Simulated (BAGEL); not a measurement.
# One shape, several levels: triplet CH6OSi

Aim: a comparison of 3 runs (UHF/3-21G, ROHF/6-31G*, ROHF/def2-SVPD) of triplet CH6OSi. 

The results are computed with BAGEL 1.2.2.

## (1) The structure to begin with

CH6OSi: 9 atoms, total charge 0, spin state triplet. As SMILES of the parent species, `CO[SiH3]`. The shape is that of a PBE0-D4/def2-TZVP optimisation. That shape belongs to the parent species and isn't relaxed for this state.

Bond lengths: C1–O2 1.408 Å, O2–Si3 1.642 Å, C1–H4 1.096 Å, C1–H5 1.091 Å, C1–H6 1.096 Å, Si3–H7 1.481 Å, Si3–H8 1.490 Å, Si3–H9 1.490 Å. Some angles: C1–O2–Si3 122.4°, O2–C1–H4 111.5°, O2–C1–H5 108.3°, O2–C1–H6 111.5°, O2–Si3–H7 106.5°, O2–Si3–H8 110.9°, O2–Si3–H9 110.9°, H4–C1–H5 108.4°, H4–C1–H6 108.5°, H5–C1–H6 108.4°.

## (2) The energy at UHF/3-21G (density fitting with qzvpp-jkfit) (run 1)

The input, input.json:

```json
{ "bagel" : [

{
  "title" : "molecule",
  "basis" : "3-21g",
  "df_basis" : "qzvpp-jkfit",
  "angstrom" : true,
  "geometry" : [
    { "atom" : "C", "xyz" : [   -0.416000,    1.012400,   -0.799700 ] },
    { "atom" : "O", "xyz" : [    0.634800,    0.132000,   -0.477800 ] },
    { "atom" : "Si", "xyz" : [    0.510500,   -0.985900,    0.718500 ] },
    { "atom" : "H", "xyz" : [   -1.314300,    0.468400,   -1.115000 ] },
    { "atom" : "H", "xyz" : [   -0.089800,    1.647800,   -1.624600 ] },
    { "atom" : "H", "xyz" : [   -0.677700,    1.654100,    0.050000 ] },
    { "atom" : "H", "xyz" : [    1.799300,   -1.713900,    0.749100 ] },
    { "atom" : "H", "xyz" : [   -0.611700,   -1.929000,    0.449700 ] },
    { "atom" : "H", "xyz" : [    0.253300,   -0.332200,    2.032900 ] }
  ]
},
{ "title" : "uhf", "nopen" : 2 },
{ "title" : "print", "file" : "orbitals.molden", "orbitals" : true }

]}
```

Run with:

```sh
$ BAGEL_NUM_THREADS=1 BAGEL input.json > input.out
```

Output:

```text
* using 1 threads per process

  ===============================================================
  ===============================================================

  *** Geometry ***

  { "atom" : "C", "xyz" : [     -0.786126,      1.913159,     -1.511214 ] },
  { "atom" : "O", "xyz" : [      1.199598,      0.249444,     -0.902911 ] },
  { "atom" : "Si", "xyz" : [      0.964705,     -1.863081,      1.357768 ] },
  { "atom" : "H", "xyz" : [     -2.483667,      0.885148,     -2.107045 ] },
  { "atom" : "H", "xyz" : [     -0.169697,      3.113891,     -3.070049 ] },
  { "atom" : "H", "xyz" : [     -1.280667,      3.125796,      0.094486 ] },
  { "atom" : "H", "xyz" : [      3.400184,     -3.238802,      1.415594 ] },
  { "atom" : "H", "xyz" : [     -1.155945,     -3.645282,      0.849810 ] },
  { "atom" : "H", "xyz" : [      0.478668,     -0.627767,      3.841624 ] },

  Number of auxiliary basis functions:      388

  Since a DF basis is specified, we compute 2- and 3-index integrals:
    o Being stored without compression. Storage requirement is 0.006 GB

  Number of basis functions:       43
  Number of electrons      :       34

    * METHOD: MOLECULE                             0.08

  *** Open-shell HF ***

  === Nuclear Repulsion ===
   118.2123950346

      * DIIS with orbital gradients will be used.

  === UHF iteration (3-21g) ===
      0       -402.55075199          0.04587536           0.02
      1       -402.62513793          0.04049419           0.03
      2       -402.66612660          0.03035757           0.02
      3       -402.70882035          0.00624057           0.02
      4       -402.72219965          0.00362374           0.02
      5       -402.72795760          0.00176168           0.03
[... 19 lines of this table left out ...]
     25       -402.72901867          0.00000001           0.02
     26       -402.72901867          0.00000000           0.03
    * SCF iteration converged.

    * S^2 (UHF) is 2.0105

    * Permanent dipole moment:
           (    0.789456,    -1.521108,     1.109435) a.u.

    * METHOD: UHF                                  0.69

    * METHOD: PRINT                                0.00

  ===============================================================
```

Run time: 0.95 s. Hardware: 1 thread of Intel Xeon 6975P-C (Granite Rapids), shared host.

## (3) The energy at ROHF/6-31G(d) (density fitting with qzvpp-jkfit, spherical functions) (run 2)

Changes to input.json since step 2:

```diff
@@ -4,3 +4,3 @@
   "title" : "molecule",
-  "basis" : "3-21g",
+  "basis" : "6-31gs.json",
   "df_basis" : "qzvpp-jkfit",
@@ -19,3 +19,3 @@
 },
-{ "title" : "uhf", "nopen" : 2 },
+{ "title" : "rohf", "nopen" : 2 },
 { "title" : "print", "file" : "orbitals.molden", "orbitals" : true }
```

The basis set 6-31G* is read from a file made from the Basis Set Exchange's data (not shown).

Run with:

```sh
$ BAGEL_NUM_THREADS=1 BAGEL input.json > input.out
```

Output:

```text
* using 1 threads per process

  ===============================================================
  ===============================================================

  *** Geometry ***

  { "atom" : "C", "xyz" : [     -0.786126,      1.913159,     -1.511214 ] },
  { "atom" : "O", "xyz" : [      1.199598,      0.249444,     -0.902911 ] },
  { "atom" : "Si", "xyz" : [      0.964705,     -1.863081,      1.357768 ] },
  { "atom" : "H", "xyz" : [     -2.483667,      0.885148,     -2.107045 ] },
  { "atom" : "H", "xyz" : [     -0.169697,      3.113891,     -3.070049 ] },
  { "atom" : "H", "xyz" : [     -1.280667,      3.125796,      0.094486 ] },
  { "atom" : "H", "xyz" : [      3.400184,     -3.238802,      1.415594 ] },
  { "atom" : "H", "xyz" : [     -1.155945,     -3.645282,      0.849810 ] },
  { "atom" : "H", "xyz" : [      0.478668,     -0.627767,      3.841624 ] },

  Number of auxiliary basis functions:      388

  Since a DF basis is specified, we compute 2- and 3-index integrals:
    o Being stored without compression. Storage requirement is 0.010 GB

  Number of basis functions:       58
  Number of electrons      :       34

    * METHOD: MOLECULE                             0.10

  *** Open-shell HF ***

  === Nuclear Repulsion ===
   118.2123950346

      * DIIS with orbital gradients will be used.

  === ROHF iteration (6-31gs.json) ===
      0       -404.60117657          0.04928071           0.03
      1       -404.64300553          0.05456442           0.03
      2       -404.66876276          0.04832658           0.04
      3       -404.84278852          0.00568306           0.03
      4       -404.85127169          0.00433181           0.03
      5       -404.85665334          0.00425361           0.04
[... 19 lines of this table left out ...]
     25       -404.87807775          0.00000001           0.04
     26       -404.87807775          0.00000000           0.03
    * SCF iteration converged.

    * S^2 (ROHF) is 2.0000

    * Permanent dipole moment:
           (    0.771106,    -1.668391,     1.268503) a.u.

    * METHOD: ROHF                                 1.01

    * METHOD: PRINT                                0.00

  ===============================================================
```

Run time: 1.3 s. Hardware: 1 thread of Intel Xeon 6975P-C (Granite Rapids), shared host.

## (4) The energy at ROHF/def2-SVPD (density fitting with qzvpp-jkfit) (run 3)

The input, job.json:

```json
{ "bagel" : [

{
  "title" : "molecule",
  "basis" : "def2-svpd.json",
  "df_basis" : "qzvpp-jkfit",
  "angstrom" : "true",
  "geometry" : [
    { "atom" : "C", "xyz" : [   -0.416000,    1.012400,   -0.799700 ] },
    { "atom" : "O", "xyz" : [    0.634800,    0.132000,   -0.477800 ] },
    { "atom" : "Si", "xyz" : [    0.510500,   -0.985900,    0.718500 ] },
    { "atom" : "H", "xyz" : [   -1.314300,    0.468400,   -1.115000 ] },
    { "atom" : "H", "xyz" : [   -0.089800,    1.647800,   -1.624600 ] },
    { "atom" : "H", "xyz" : [   -0.677700,    1.654100,    0.050000 ] },
    { "atom" : "H", "xyz" : [    1.799300,   -1.713900,    0.749100 ] },
    { "atom" : "H", "xyz" : [   -0.611700,   -1.929000,    0.449700 ] },
    { "atom" : "H", "xyz" : [    0.253300,   -0.332200,    2.032900 ] }
  ]
},
{
  "title" : "rohf",
  "nopen" : 2
},
{
  "title" : "print",
  "file" : "orbitals.molden",
  "orbitals" : "true"
}

]}
```

The basis set def2-SVPD is read from a file made from the Basis Set Exchange's data (not shown).

Run with:

```sh
$ BAGEL_NUM_THREADS=1 BAGEL job.json > job.out
```

Output:

```text
* using 1 threads per process

  ===============================================================
  ===============================================================

  *** Geometry ***

  { "atom" : "C", "xyz" : [     -0.786126,      1.913159,     -1.511214 ] },
  { "atom" : "O", "xyz" : [      1.199598,      0.249444,     -0.902911 ] },
  { "atom" : "Si", "xyz" : [      0.964705,     -1.863081,      1.357768 ] },
  { "atom" : "H", "xyz" : [     -2.483667,      0.885148,     -2.107045 ] },
  { "atom" : "H", "xyz" : [     -0.169697,      3.113891,     -3.070049 ] },
  { "atom" : "H", "xyz" : [     -1.280667,      3.125796,      0.094486 ] },
  { "atom" : "H", "xyz" : [      3.400184,     -3.238802,      1.415594 ] },
  { "atom" : "H", "xyz" : [     -1.155945,     -3.645282,      0.849810 ] },
  { "atom" : "H", "xyz" : [      0.478668,     -0.627767,      3.841624 ] },

  Number of auxiliary basis functions:      388

  Since a DF basis is specified, we compute 2- and 3-index integrals:
    o Being stored without compression. Storage requirement is 0.041 GB

  Number of basis functions:      115
  Number of electrons      :       34

    * METHOD: MOLECULE                             0.14

  *** Open-shell HF ***

  === Nuclear Repulsion ===
   118.2123950346

      * DIIS with orbital gradients will be used.

  === ROHF iteration (def2-svpd.json) ===
      0       -404.36451108          0.03886994           0.09
      1       -404.37654550          0.04989699           0.10
      2       -404.39075891          0.04181825           0.10
      3       -404.69871697          0.00638821           0.09
      4       -404.70824449          0.00273048           0.09
      5       -404.71291010          0.00244878           0.09
[... 25 lines of this table left out ...]
     31       -404.73629995          0.00000001           0.10
     32       -404.73629996          0.00000000           0.10
    * SCF iteration converged.

    * S^2 (ROHF) is 2.0000

    * Permanent dipole moment:
           (    0.725760,    -1.207993,     0.830820) a.u.

    * METHOD: ROHF                                 3.36

    * METHOD: PRINT                                0.01

  ===============================================================
```

Run time: 3.9 s. Hardware: 1 thread of Intel Xeon 6975P-C (Granite Rapids), shared host.

## (5) Overview of the runs

| run | level | energy (Eh) | dipole moment (D) | ⟨S²⟩ | wall time |
| --- | --- | --- | --- | --- | --- |
| 1 | UHF/3-21G (density fitting with qzvpp-jkfit) | -402.729019 | 5.19 | 2.010 | 0.95 s |
| 2 | ROHF/6-31G* (density fitting with qzvpp-jkfit, spherical functions) | -404.878078 | 5.68 | 2.000 | 1.3 s |
| 3 | ROHF/def2-SVPD (density fitting with qzvpp-jkfit) | -404.736300 | 4.16 | 2.000 | 3.9 s |

## (6) What came out

| quantity | value |
| --- | --- |
| run 3: total energy | -404.73630 Eh |
| run 3: dipole moment | 4.16 D |
| run 3: ⟨S²⟩ | 2.000 |

In words: The dipole moment (its size) runs from 4.16 D (ROHF/def2-SVPD) to 5.68 D (ROHF/6-31G*). All runs together took 6.1 s, the longest 3.9 s.
